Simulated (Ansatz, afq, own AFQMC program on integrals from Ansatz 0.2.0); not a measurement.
## C₃H₉GaS, singlet, reference energies and how methods fare

```xyz
14

C    -0.4197    2.1204    0.3139
C     0.2427    0.8342    0.7910
Ga    0.0228   -0.7637   -0.3537
C     0.7230   -2.5622    0.0172
S    -1.1334   -0.5691   -2.2412
H    -0.2457    2.9576    1.0103
H    -1.5115    2.0081    0.2150
H    -0.0378    2.4382   -0.6697
H    -0.1238    0.5525    1.7947
H     1.3313    0.9772    0.9172
H     0.7223   -3.1932   -0.8830
H     0.0940   -3.0536    0.7775
H     1.7472   -2.5157    0.4182
H    -1.4244    0.7401   -2.0787
```

Geometry: a PBE0/def2-SVP stationary point, not shown to be a minimum. Basis def2-SVP. Only valence electrons are correlated. Ansatz 0.2.0 and our own AFQMC program on the same integrals; the CISD trial comes from CCSD amplitudes, and released means the phaseless constraint is let go. Error bars are statistical, one sigma. No spin–orbit coupling.

Best estimates are CCSD(T) at the basis-set limit (def2-TZVPP/QZVPP) plus the step from CCSD(T) to the highest rung at hand in def2-SVP, named in the table (released AFQMC can keep some 10 meV of bias). Fragments are relaxed and keep their bonds. No zero-point, core-correlation or spin–orbit terms, no scalar relativity below Rb. Where CCSD(T) in the larger sets was too dear, only MP2 was extrapolated. Other levels are in def2-SVP, the functionals in def2-TZVP; a dash marks a level that is missing or breaks spin symmetry for a member.

Cautions: inner d shell frozen; no relativity below Rb; no spin-orbit coupling; C₃H₉GaS (singlet): the released value is read at 0.90 1/Eh with a noise of 21 meV, more than in the cases checked (meV from the phaseless value at times in 1/Eh: -20 ± 10 at 0.21, -24 ± 14 at 0.42, -35 ± 16 at 0.63, -26 ± 21 at 0.90); C₃H₈Ga (doublet): the released value is read at 0.90 1/Eh with a noise of 14 meV, more than in the cases checked (meV from the phaseless value at times in 1/Eh: -9 ± 12 at 0.21, -8 ± 10 at 0.42, -30 ± 11 at 0.63, -14 ± 14 at 0.90); HS (doublet): full CI with its own frozen core.

```csv
process,best estimate (eV),highest rung
Ga3–S5 → C3H8Ga (doublet) + HS (doublet),4.05 ± 0.03,released AFQMC
to free atoms,51.56 ± 0.02,released AFQMC
```

Errors against the best estimates in eV, the processes numbered in the order above:

```tsv
level	error, 1	error, 2
MP2	-0.14	-2.25
CCSD(T)	-0.26	-2.39
ph-AFQMC/CISD	-0.26 ± 0.02	-2.36 ± 0.01
CCSD(T)/CBS	0.00	-0.04
PBE	-0.12	0.32
r2SCAN	-0.11	0.11
PBE0	-0.12	-0.11
B3LYP	-0.33	-0.68
wB97M-V	0.00	0.04
B2PLYP	-0.19	-0.95
```

Cost at the first geometry (cards were shared with other jobs): PBE0/def2-SVP, 9 s on 1 thread of AMD EPYC 7R13 Processor (Zen 3) (shared host); RCCSD(T)/def2-SVP, 11 s on 1 × NVIDIA H100 80GB HBM3 with 1 thread of AMD EPYC 7R13 Processor (Zen 3), with other jobs on the host; CCSD(T)/def2-QZVPP, 6.7 min on 1 × NVIDIA H100 80GB HBM3 with 1 thread of AMD EPYC 7R13 Processor (Zen 3) (shared host); ph-AFQMC/CISD with release, 4.4 min on 1 × NVIDIA H100 80GB HBM3 with 2 threads of AMD EPYC 7R13 Processor (Zen 3), with other jobs on the host.

Best estimates are given only where the step beyond CCSD(T) is under 0.3 eV and no member's determinant is very poor (T1 over 0.05, or 0.07 for open shells, ⟨S²⟩ too high by 0.3, two states mixed), so the hardest cases are missing from such tables.

The functionals ran in a triple-zeta set and keep a basis error of their own, a few kJ/mol for each bond in atomization energies and more for double hybrids, so close places among them and the extrapolated levels can swap.

Each member of a difference takes its own highest rung, so a best estimate needn't equal the limit plus the step of one row. Released energies are given only where the last usable release times agree within the noise; a slower fall can still hide under it.
